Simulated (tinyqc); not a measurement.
A ladder of methods, and size consistency: correlation methods against full CI in the sto-6g basis, for HF, spin multiplicity 1. Computed by the program tinyqc with PySCF. Command: `OMP_NUM_THREADS=1 python tinyqc.py 111861 111862 out.jsonl`; one thread of a shared host (Intel(R) Xeon(R) Processor @ 2.60GHz), about 0.8 s.

Geometry (angstrom):
```
atom,x,y,z
F,0.0000,0.0000,0.0000
H,0.0000,0.0000,0.9920
```

RHF energy of one = -99.500034 hartree

All electrons correlated; +Q is the Davidson correction (1 - c0^2) E_corr. The last columns treat two copies 100 angstrom apart as one system. FCI is the lowest singlet.

Correlation energies (hartree):
```
method,E_corr of one,share of FCI (%),E_corr of two at 100 angstrom,two minus twice one (mhartree)
MP2,-0.02088,64.899,-0.04175,0.000
CISD,-0.03217,100.000,-0.06301,1.323
CISD+Q,-0.03286,102.146,-0.06555,0.167
CCSD,-0.03217,100.000,-0.06434,0.000
CCSD(T),-0.03217,100.000,-0.06434,0.000
FCI,-0.03217,100.000,-,-
```

MP2 recovers 65 %, CISD 100.0 % and CCSD 100.0 % of the FCI value (c0^2 = 0.979 in CISD). MP2 and coupled cluster are size consistent, so their last column vanishes; CISD loses 1.32 mhartree, since a double excitation on each copy is a quadruple of the pair, and the Davidson correction leaves +0.17. With two electrons, or one virtual orbital, CISD and CCSD are exact for one copy, so +Q overshoots there.
